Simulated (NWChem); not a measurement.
**Correlation energy of tetrafluoromethane (CF4)**

```
C
F 1 1.3157
F 1 1.3157 2 109.47
F 1 1.3157 2 109.47 3 120.00
F 1 1.3157 2 109.47 4 120.00
```
Charge 0, spin multiplicity 1.

The numbers come from NWChem runs, not from measurements. All single points use one geometry, from PBE0/def2-SVP, a minimum by its harmonic frequencies.

Basis set: cc-pVDZ. Each correlation energy counts from its own Hartree-Fock reference.

The correlated methods keep 5 core orbitals frozen. Coupled-cluster values serve here as a point of comparison, not as the truth.

**Question.** One of these methods gave a correlation energy of -896.0 mHa. Which?
A. CCSD(T)
B. MP2
C. CCSD+T(CCSD)
D. CCSD

**Answer.** C, CCSD+T(CCSD). The others give -894.3 (CCSD(T)), -877.8 (CCSD), -868.7 (MP2).
